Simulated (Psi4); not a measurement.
**NS (SMILES [N]=S) at UMP2/cc-pVQZ (density fitting, density fitting for correlation, sweep point 5)**

What is the vertical doublet–quartet gap of NS at UMP2/cc-pVQZ (density fitting, density fitting for correlation, sweep point 5)? 

The calculation is run with Psi4 1.11.

14 further runs of the same task are left out: 14 that didn't finish.

## (1) The structure to begin with

NS has 2 atoms, charge 0, and is taken as a doublet. SMILES: `[N]=S`. The coordinates come from a GFN2-xTB relaxation.

Bond lengths: N1–S2 1.463 Å.

## (2) A single-point energy at UMP2/cc-pVQZ (density fitting, density fitting for correlation, sweep point 5)

The input, job.dat:

```
memory 1600 mb

molecule {
  0 2
  N      0.000000     0.000000     0.000000
  S      0.000000     0.000000     1.463180
  symmetry c1
}

set {
  basis cc-pVQZ
  reference uhf
  puream true
  scf_type df
  num_frozen_docc 6
  maxiter 100
  soscf true
  soscf_start_convergence 0.001
}

e, wfn = energy('mp2', return_wfn=True)
```

Launch:

```sh
$ psi4 -i job.dat -o job.out -n 1
```

job.out:

```text
[...]
  Running in c1 symmetry.
[...]
  Nuclear repulsion =   40.506190349129973
[...]
  Multiplicity = 2
[...]
  Nalpha       = 12
  Nbeta        = 11
[...]
    Number of basis functions: 114
[...]
   @DF-UHF iter   1:  -451.88224258611314   -5.06384e-01   3.04666e-03 DIIS/ADIIS
[...]
   @DF-UHF iter  11:  -451.96266422901004   -1.27898e-11   8.14268e-09 SOSCF, nmicro=conv
[...]
   @S^2 Observed:                1.109023647E+00
[...]
    Orbital Energies [Eh]
    ---------------------
    Alpha Occupied:
       1A    -92.022523     2A    -15.654197     3A     -9.025893
       4A     -6.710546     5A     -6.706523     6A     -6.695982
       7A     -1.293292     8A     -0.812097     9A     -0.627798
      10A     -0.571441    11A     -0.557164    12A     -0.358989
    Alpha Virtual:
      13A      0.017028    14A      0.150755    15A      0.288478
      16A      0.304329    17A      0.304600    18A      0.361124
      19A      0.404824    20A      0.405585    21A      0.446832
      22A      0.486584    23A      0.495077    24A      0.519897
      25A      0.548826    26A      0.709951    27A      0.903791
[...]
  @DF-UHF Final Energy:  -451.96266422901004
   => Energetics <=
    Nuclear Repulsion Energy =             40.5061903491299731
    One-Electron Energy =                -703.6502643835776780
    Two-Electron Energy =                 211.1814098054376814
    Total Energy =                       -451.9626642290100449
  UHF NO Occupations:
  HONO-2 :   10  A 1.9895064
  HONO-1 :   11  A 1.8236619
[...]
 Multipole Moments:
 ------------------------------------------------------------------------------------
     Multipole            Electronic (a.u.)      Nuclear  (a.u.)        Total (a.u.)
 ------------------------------------------------------------------------------------
 L = 1.  Multiply by 2.5417464519 to convert [e a0] to [Debye]
 Dipole X            :          0.0000000            0.0000000            0.0000000
 Dipole Y            :          0.0000000            0.0000000            0.0000000
 Dipole Z            :          0.6276037            0.0147157            0.6423195
 Magnitude           :                                                    0.6423195
[...]
```

Run time: 3 s. Hardware: 1 thread of Intel Xeon Platinum 8375C at 2.90GHz (Ice Lake), shared host; peak memory 0.33 GiB.

## (3) The quartet, same level

The input, calc.in:

```
memory 1600 mb

molecule mol {
  0 4
  N      0.000000     0.000000     0.000000
  S      0.000000     0.000000     1.463180
  symmetry c1
}

set basis cc-pVQZ
set reference uhf
set puream true
set scf_type df
set num_frozen_docc 6
set maxiter 150

energy("mp2")
```

Launch:

```sh
$ psi4 -n 1 calc.in calc.out
```

calc.out:

```text
[...]
  Running in c1 symmetry.
[...]
  Nuclear repulsion =   40.506190349129973
[...]
  Multiplicity = 4
[...]
  Nalpha       = 13
  Nbeta        = 10
[...]
    Number of basis functions: 114
[...]
   @DF-UHF iter   1:  -451.77584917026735   -3.99991e-01   2.49956e-03 DIIS/ADIIS
[...]
   @DF-UHF iter  14:  -451.85827586846580   -1.14255e-11   8.22026e-09 DIIS
[...]
   @S^2 Observed:                3.816868167E+00
[...]
    Orbital Energies [Eh]
    ---------------------
    Alpha Occupied:
       1A    -92.015971     2A    -15.695170     3A     -9.015703
       4A     -6.700055     5A     -6.700055     6A     -6.699609
       7A     -1.329164     8A     -0.920113     9A     -0.667915
      10A     -0.652383    11A     -0.652383    12A     -0.373689
      13A     -0.373689
    Alpha Virtual:
      14A      0.149610    15A      0.294256    16A      0.294256
      17A      0.302993    18A      0.333062    19A      0.397598
      20A      0.397598    21A      0.425781    22A      0.465392
      23A      0.465392    24A      0.517504    25A      0.517504
[...]
  @DF-UHF Final Energy:  -451.85827586846580
   => Energetics <=
    Nuclear Repulsion Energy =             40.5061903491299731
    One-Electron Energy =                -703.5687589261478934
    Two-Electron Energy =                 211.2042927085521455
    Total Energy =                       -451.8582758684657961
  UHF NO Occupations:
  HONO-2 :   11  A 1.0000000
  HONO-1 :   12  A 1.0000000
[...]
 Multipole Moments:
 ------------------------------------------------------------------------------------
     Multipole            Electronic (a.u.)      Nuclear  (a.u.)        Total (a.u.)
 ------------------------------------------------------------------------------------
 L = 1.  Multiply by 2.5417464519 to convert [e a0] to [Debye]
 Dipole X            :          0.0000000            0.0000000            0.0000000
 Dipole Y            :          0.0000000            0.0000000            0.0000000
 Dipole Z            :         -0.1919891            0.0147157           -0.1772734
 Magnitude           :                                                    0.1772734
[...]
```

It took 2.5 s on 1 thread of Intel Xeon Platinum 8375C at 2.90GHz (Ice Lake), shared host; peak memory 0.33 GiB.

## (4) Outcome

At UMP2/cc-pVQZ (density fitting, density fitting for correlation, sweep point 5), 6 core orbitals frozen:

| quantity | value |
| --- | --- |
| doublet: total energy | -452.30105 Eh |
| doublet: HOMO energy (Hartree–Fock orbitals) (highest over α and β) | -9.77 eV |
| doublet: LUMO energy (Hartree–Fock orbitals) (lowest over α and β) | 0.46 eV |
| doublet: correlation energy (6 core orbitals frozen) | -338.4 mEh |
| doublet: ⟨S²⟩ of the reference determinant | 1.109 |
| quartet: total energy | -452.17502 Eh |
| quartet: HOMO energy (Hartree–Fock orbitals) (highest over α and β) | -10.17 eV |
| quartet: LUMO energy (Hartree–Fock orbitals) (lowest over α and β) | -1.23 eV |
| quartet: correlation energy (6 core orbitals frozen) | -316.7 mEh |
| quartet: ⟨S²⟩ of the reference determinant | 3.817 |
| vertical energy of the quartet above the doublet | 3.429 eV |

What this shows: At this shape the quartet lies 3.43 eV (79 kcal/mol) above the doublet. ⟨S²⟩ (doublet) is 1.11 where a pure doublet has 0.75: the reference is spin-contaminated.
